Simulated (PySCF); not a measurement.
SiH₂ClNH₂, optimised at GFN2-xTB:

```xyz
7

N     -1.1837     0.0730    -1.2200
Si     0.0047     0.0497     0.0174
Cl     0.3690     1.8636     0.8629
H     -2.1532     0.2132    -0.9862
H     -0.9794     0.5014    -2.1082
H      1.2398    -0.3871    -0.6155
H     -0.5154    -0.8188     1.0624
```

Computed with PySCF (xtb for GFN2) and rigid-rotor harmonic-oscillator thermochemistry at 1 bar. 6-31G* has spherical d functions here. All species are closed-shell singlets. B3LYP is the form with VWN-RPA correlation. SiH₂ClNH₂: computed as isolated molecules; such fragments, hydroxides, amides, oligomers or adducts are transient or little studied in the gas.

Problem. List the harmonic frequencies (cm⁻¹, unscaled) at this level and at the other levels, each on its own geometry.

Solution. 
- GFN2-xTB: 149, 192, 448, 484, 496, 614, 724, 746, 816, 915, 1518, 2313, 2323, 3476, 3508
- B3LYP/6-31G*: 229, 269, 464, 517, 533, 775, 863, 917, 935, 940, 1628, 2292, 2306, 3558, 3650
- HF/6-31G*: 249, 249, 473, 550, 581, 830, 913, 997, 1001, 1029, 1765, 2440, 2445, 3789, 3884
- PBE/def2-SVP: 223, 264, 452, 512, 513, 740, 837, 881, 886, 894, 1498, 2195, 2206, 3484, 3578
- PBE0/def2-TZVP: 232, 243, 429, 526, 536, 759, 874, 899, 912, 939, 1585, 2261, 2271, 3604, 3696
